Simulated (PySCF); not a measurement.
OH, optimised at B3LYP/6-31G*:

```xyz
2

O      0.0058    -0.3626     0.3320
H     -0.0058     0.3626    -0.3320
```

Method: PySCF energies (xtb for GFN2) plus ideal-gas RRHO corrections (1 bar). 6-31G* has spherical d functions here. Open shells (unrestricted): OH (multiplicity 2). GFN2 has no spin-polarisation term. Spin-orbit splitting is ignored; it lowers the true energy and changes the entropy of OH. B3LYP is the form with VWN-RPA correlation.

**Question.** List the harmonic frequencies (cm⁻¹, unscaled) at this level and at the other levels, each on its own geometry.

**Answer.** 
- B3LYP/6-31G*: 3627
- GFN2-xTB: 3575
- HF/6-31G*: 3978
- PBE/def2-SVP: 3570
- PBE0/def2-TZVP: 3749
